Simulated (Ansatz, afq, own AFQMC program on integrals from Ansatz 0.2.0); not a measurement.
AFQMC on a folder of integrals that Ansatz 0.2.0 wrote.

```yaml
crystal:
  periodic: [false, false, false]
  atoms:
    - {symbol: Cl, position_ang: [0.000000, 0.000000, -1.477000]}
    - {symbol: H, position_ang: [0.000000, 0.000000, 0.067000]}
    - {symbol: O, position_ang: [0.000000, 0.000000, 1.410000]}
basis:
  gaussian: {orbitals: cc-pVTZ}
magnetization: {spin_polarized: true, initial_magnetization: 2}
correlation: {method: ccsd_t, electrons: outside_noble_gas, hamiltonian_folder: ham}
```

```sh
$ ansatz run in.yaml --threads 1 --pin off --events-out ev --progress --plain --max-ram 16896MiB --backend cuda --devices 0, --max-vram 18GiB
```

Options of the walk:

```
--method phaseless --trial cisd --walkers 2600 --populations 20 --least-time 60 --time-step 0.005 --steps-per-block 50 --equilibration-blocks 28 --max-blocks 4000 --target-error 0.00022 --factor-cut 1e-05 --start spin_pure --seed 7202 --release-times 0.24,0.51,0.99,1.62,2.4 --release-step 0.03 --release-every 3 --taylor-order 6
```

Times are imaginary, in 1/Eh. The walk had a cap of 245 s. With eight or more populations the least sampling time is a fifth of least-time, and the error comes from their spread.

afq prints:

```
orbitals 72  electrons 8 6  factors 455 of 464
reference energy -534.86778212 Eh
CCSD correlation -0.40006940 Eh in 14 cycles, weight of the determinant in the CISD state 0.8645
energy of the start -535.263241 Eh
 block  time / (1/Eh)  mean weight  energy / Eh
     1     0.250  1.0000  -535.262059
     2     0.500  1.0003  -535.269150
     3     0.750  0.9998  -535.274096
     4     1.000  0.9999  -535.276778
     5     1.250  1.0003  -535.278562
     7     1.750  0.9996  -535.282051
     9     2.250  1.0005  -535.282524
    11     2.750  0.9998  -535.281754
    15     3.750  1.0001  -535.283093
    19     4.750  0.9997  -535.282898
    23     5.750  0.9998  -535.281694
    27     6.750  0.9999  -535.282310
    31     7.750  1.0000  -535.282887
    35     8.750  0.9999  -535.283178
    39     9.750  1.0002  -535.282754
    43    10.750  1.0001  -535.282669
    47    11.750  0.9994  -535.282593
    51    12.750  0.9997  -535.282678
    55    13.750  0.9997  -535.281189
    59    14.750  1.0004  -535.283176
    63    15.750  1.0001  -535.279897
    67    16.750  1.0010  -535.282412
    71    17.750  1.0008  -535.282355
    75    18.750  1.0004  -535.282322
    79    19.750  0.9995  -535.281650
    83    20.750  0.9997  -535.280252
    87    21.750  0.9993  -535.282846
    91    22.750  0.9995  -535.282524
    93    23.250  0.9991  -535.283531
    95    23.750  1.0006  -535.281814
    97    24.250  1.0002  -535.283443
error from the spread of 20 populations
released: time / (1/Eh)  energy / Eh  error  mean overlap
  0.24  -535.281459  0.001273  0.9972
  0.51  -535.282978  0.000170  0.9929
  0.99  -535.283841  0.000447  0.9841
  1.62  -535.283580  0.000292  0.9752
  2.40  -535.283944  0.000457  0.9658
energy -535.282113 +/- 0.000179 Eh
(rows thinned)
```

The run passed its tests (sampling time, drift between the halves within three errors, error under three times the target), which doesn't prove that it has relaxed.

Against this walk (error 4.9 meV) on the same determinant: CCSD(T) 14.3 meV higher, CCSDT(Q) 39.2 meV lower. The error is statistical and leaves out the bias of the constraint. The released energies have errors that jump between times, so the bars are unsure (meV from the phaseless value at times in 1/Eh: 18 ± 35 at 0.24, -24 ± 5 at 0.51, -47 ± 12 at 0.99, -40 ± 8 at 1.62, -50 ± 12 at 2.40), so they give no level; they do show a bias of the constraint, and the last of them that isn't too noisy lies 1 meV below CCSDT(Q). CCSDT(Q) is the surest value here, so the walk's 39 meV above it is most likely the bias of the constraint with this trial, which can have either sign.

Cautions: constraint bias not in the error; lower spins were not checked; the search met a lower determinant of the same kind, perhaps of another symmetry (268 meV lower); unrestricted determinant slightly spin contaminated (⟨S²⟩ 2.07 against 2.00).

The walk took 2.1 min on 1 × NVIDIA H100 80GB HBM3 with 2 threads of AMD EPYC 7R13 Processor (Zen 3) (shared host) (the card was shared). The log's last line is the phaseless energy.

CCSDT and higher add their correlation energy to the determinant of the CCSD(T) run, since their own runs factorise the integrals more tightly (a shift of under 2 meV). A walk keeps the symmetry of its determinant, which the program's search chose and which needn't be the lowest solution, so a lower state of the same spin and another symmetry isn't excluded.
